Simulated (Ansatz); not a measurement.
bcc Rb was calculated with r²SCAN in Ansatz (PAW).

Numerical settings: plane-wave cutoff 560 eV, 14×14×14 k mesh, Fermi–Dirac smearing 0.05 eV, scalar-relativistic PAW data made under PBE.

Cell (relaxed at this level):

```cif
data_Rb2
_chemical_formula_sum 'Rb2'
_space_group_name_H-M_alt 'Im-3m'
_space_group_IT_number 229
_space_group_name_Hall '-I 4 2 3'
_cell_length_a 5.74698
_cell_length_b 5.74698
_cell_length_c 5.74698
_cell_angle_alpha 90.000
_cell_angle_beta 90.000
_cell_angle_gamma 90.000
loop_
_atom_site_label
_atom_site_type_symbol
_atom_site_symmetry_multiplicity
_atom_site_Wyckoff_symbol
_atom_site_fract_x
_atom_site_fract_y
_atom_site_fract_z
_atom_site_occupancy
Rb1 Rb 2 a 0.00000 0.00000 0.00000 1
```
(The calculation used a cell of 1 atom; values per cell refer to that cell.)

**Question.** Give the computed bulk modulus B0 and pressure derivative B′ of the bulk modulus.

**Answer.** 
* **bulk modulus B0**: 2.64 GPa
* **pressure derivative B′ of the bulk modulus**: 3.6

The run finds no gap.

Measured, for comparison: bulk modulus 2.92 GPa (corrected for temperature and zero-point phonon effects, our sources range from 2.92 to 3.60; as tabulated in Levämäki et al. (2014), arXiv:1402.3671). Computed (rounded) less measured: bulk modulus not scored (sources differ).

Ansatz is a first-principles code.
